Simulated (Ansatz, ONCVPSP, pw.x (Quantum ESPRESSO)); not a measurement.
# pw.x on bcc Tc: one setting changed

Potential: optimised norm-conserving Vanderbilt (ONCV), ONCVPSP 4.0.1.1 (patched build), PBEsol; core [Ar] 3d10, reference 4s2 4p6 4d5 5s2; waves: 4s+5s: rc 1.90 bohr, ncon 4, nbas 7, qcut 5.9 1/bohr, 2 projectors; 4p: rc 1.95 bohr, ncon 3, nbas 6, qcut 5.4 1/bohr, 2 projectors, debl 2.9 Ha; 4d: rc 2.45 bohr, ncon 4, nbas 8, qcut 5.7 1/bohr, 3 projectors, debl 0.4 Ha; local part: polynomial inside 1.65 bohr (lpopt 5, dvloc0 2 Ha); core correction: none.

The reference run (k-mesh 15³, cutoffs 40/160 Ry, Fermi–Dirac 0.01 Ry, mixing_beta 0.4, conv_thr 1e-9, no spin) gives 1.59 GPa at 14.204 Å³/atom, where all-electron LAPW gives 0.02 GPa. This run, with its own iteration cap, changes nbnd to 11.

```
&control
  calculation='scf', prefix='x', pseudo_dir='./', outdir='./tmp', tstress=.true., disk_io='none'
/
&system
  ibrav=0, nat=1, ntyp=1, ecutwfc=40, ecutrho=160, nbnd=11,
  occupations='smearing', smearing='fd', degauss=0.01
/
&electrons
  conv_thr=1e-09, mixing_beta=0.4, electron_maxstep=50
/
ATOMIC_SPECIES
Tc 1.0 Tc.UPF
CELL_PARAMETERS angstrom
  -1.52563353 1.52563353 1.52563353
  1.52563353 -1.52563353 1.52563353
  1.52563353 1.52563353 -1.52563353
ATOMIC_POSITIONS crystal
Tc 0.0000 0.0000 0.0000
K_POINTS automatic
15 15 15 0 0 0
```

```bash
pw.x < Tc.scf.in > Tc.scf.out
```

Q: How does the run end?

A: It converges in 8 iterations; the free energy moves by +0.0 meV/atom and the pressure by -0.02 GPa. The result is that of the reference run.

```
Message from routine setup:
     using ibrav=0 with symmetry is DISCOURAGED, use correct ibrav instead
     lattice parameter (alat)  =       4.9936  a.u.
     unit-cell volume          =      95.8533 (a.u.)^3
     number of electrons       =        15.00
     number of Kohn-Sham states=           11
     kinetic-energy cutoff     =      40.0000  Ry
     charge density cutoff     =     160.0000  Ry
     scf convergence threshold =      1.0E-09
     Exchange-correlation= PBESOL
     number of k points=   120  Fermi-Dirac smearing, width (Ry)=  0.0100
     iteration #  1     ecut=    40.00 Ry     beta= 0.40
     total energy              =    -161.22998309 Ry
     estimated scf accuracy    <       0.03283157 Ry
     iteration #  2     ecut=    40.00 Ry     beta= 0.40
     total energy              =    -161.23197290 Ry
     estimated scf accuracy    <       0.00315359 Ry
     iteration #  3     ecut=    40.00 Ry     beta= 0.40
     total energy              =    -161.23237326 Ry
     estimated scf accuracy    <       0.00028306 Ry
     [... 2 iterations left out ...]
     iteration #  6     ecut=    40.00 Ry     beta= 0.40
     total energy              =    -161.23238823 Ry
     estimated scf accuracy    <       0.00000002 Ry
     iteration #  7     ecut=    40.00 Ry     beta= 0.40
     total energy              =    -161.23238824 Ry
     estimated scf accuracy    <          4.0E-09 Ry
     iteration #  8     ecut=    40.00 Ry     beta= 0.40
     the Fermi energy is    23.4364 ev
!    total energy              =    -161.23238824 Ry
     estimated scf accuracy    <          3.5E-12 Ry
     smearing contrib. (-TS)   =      -0.00638952 Ry
     The total energy is F=E-TS. E is the sum of the following terms:
     one-electron contribution =     -23.24268783 Ry
     hartree contribution      =      21.55086660 Ry
     xc contribution           =     -17.52600246 Ry
     ewald contribution        =    -142.00817503 Ry
     convergence has been achieved in   8 iterations
          total   stress  (Ry/bohr**3)                   (kbar)     P=       15.71
     Message from routine punch:
     Nothing written, as per user request (disk_io='none')
```

The run took about 9.3 s on one core of a shared host (Neoverse-V1, 32 threads, 247 GiB, load 12).
